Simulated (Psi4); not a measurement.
# SiF2 (SMILES F[Si]F), run twice

Aim: a single-point energy of SiF2 at ACPF/cc-pVDZ-F12.

Program for the calculation: Psi4 1.11.

2 further runs of the same task are left out: 1 that didn't finish, 1 set aside as unsound or not needed.

### Step 1. The molecule

SiF2: 3 atoms, total charge 0, spin state singlet. SMILES: `F[Si]F`. The shape is that of a GFN2-xTB optimisation.

Bond lengths: Si1–F2 1.617 Å, Si1–F3 1.616 Å. Angles: F2–Si1–F3 92.6°.

### Step 2. First attempt

The input, f2si.inp:

```
memory 1.6 GB

molecule m {
  0 1
  Si     0.004220    -0.007680    -0.744810
  F      1.165930    -0.017340     0.380560
  F     -1.170150     0.025020     0.364240
  symmetry c1
}

set reference rhf
set scf_type direct
set freeze_core true
set docc [17]

energy_value = energy('acpf/cc-pVDZ-F12')
print_variables()
```

Started as:

```
$ psi4 f2si.inp f2si.out -n 1
```

f2si.out:

```text
Psi4 1.11 release

   => Loading Basis Set <=

    Name: CC-PVDZ-F12
    Role: ORBITAL
    Keyword: BASIS

RuntimeError:
Fatal Error: Got 17 alpha electrons, expected 16.
DOCC and SOCC must specify the occupation of all electrons or none.

Printing out the relevant lines from the Psithon --> Python processed input file:
    core.IO.set_default_namespace("m")
    core.set_global_option("REFERENCE", "rhf")
    core.set_global_option("SCF_TYPE", "direct")
    core.set_global_option("FREEZE_CORE", "true")
    core.set_global_option("DOCC", [17])
--> energy_value = energy('acpf/cc-pVDZ-F12')
    print_variables()

!----------------------------------------------------------------------------------!
!                                                                                  !
! Fatal Error: Got 17 alpha electrons, expected 16.                                !
! DOCC and SOCC must specify the occupation of all electrons or none.              !
!                                                                                  !
!----------------------------------------------------------------------------------!

    Psi4 run time: 0:00:00.13
```

Run time: 1.2 s. Hardware: 1 thread of Intel Xeon 6975P-C (Granite Rapids), shared host; peak memory 0.14 GiB.

### Step 3. Reading the log

The program refused the input.

The telling line is `Fatal Error: Got 17 alpha electrons, expected 16.`. The fault: the orbital occupation or active space doesn't match the electron count or the lowest state. To mend it: docc at its default in place of (17).

### Step 4. Second attempt

The input, f2si.inp:

```
memory 1.6 GB

molecule {
  0 1
  Si     0.004220    -0.007680    -0.744810
  F      1.165930    -0.017340     0.380560
  F     -1.170150     0.025020     0.364240
}

set {
  reference rhf
  scf_type direct
  freeze_core true
}

E, wfn = energy('acpf/cc-pVDZ-F12', return_wfn=True)
print_variables()
```

Started as:

```
$ psi4 f2si.inp f2si.out -n 1
```

f2si.out:

```text
[...]
  Running in cs symmetry.
[...]
  Nuclear repulsion =  100.838229127014060
[...]
  Multiplicity = 1
[...]
  Nalpha       = 16
  Nbeta        = 16
[...]
    Number of basis functions: 99
[...]
   @DF-RHF iter   1:  -487.93104336456292   -9.20468e-01   6.06490e-03 DIIS/ADIIS
[...]
   @RHF iter  16:  -487.99718098807830   -3.41061e-12   5.54470e-09 DIIS
[...]
    Orbital Energies [Eh]
    ---------------------
    Doubly Occupied:
       1Ap   -68.874762     2Ap   -26.296812     3Ap   -26.296293
       4Ap    -6.212849     5Ap    -4.315301     1App   -4.314827
       6Ap    -4.313702     7Ap    -1.610386     8Ap    -1.580863
       9Ap    -0.791913    10Ap    -0.712675    11Ap    -0.696476
       2App   -0.680748     3App   -0.645963    12Ap    -0.628756
      13Ap    -0.419760
[...]
  @RHF Final Energy:  -487.99718098807830
   => Energetics <=
    Nuclear Repulsion Energy =            100.8382291270140598
    One-Electron Energy =                -880.8866464535506111
    Two-Electron Energy =                 292.0512363384582386
    Total Energy =                       -487.9971809880782985
[...]
 Multipole Moments:
 ------------------------------------------------------------------------------------
     Multipole            Electronic (a.u.)      Nuclear  (a.u.)        Total (a.u.)
 ------------------------------------------------------------------------------------
 L = 1.  Multiply by 2.5417464519 to convert [e a0] to [Debye]
 Dipole X            :          0.0040736           -0.0053135           -0.0012400
 Dipole Y            :          0.1745538           -0.9079333           -0.7333795
 Dipole Z            :          0.0000000            0.0000000            0.0000000
 Magnitude           :                                                    0.7333806
[...]
      * SCS-MP2 total energy:                 -488.531070582204
[...]
      * MP2 total energy:                     -488.548335390861
[...]
```

It took 26 s on 1 thread of Intel Xeon 6975P-C (Granite Rapids), shared host; peak memory 0.42 GiB.

### Step 5. Results

At ACPF/cc-pVDZ-F12:

| quantity | value |
| --- | --- |
| total energy | -488.55783 Eh |
| HOMO energy (Hartree–Fock orbitals) | -11.42 eV |
| LUMO energy (Hartree–Fock orbitals) | 0.39 eV |
| HOMO–LUMO gap (Hartree–Fock orbitals) | 11.82 eV |
| correlation energy (7 core orbitals frozen) | -560.7 mEh |
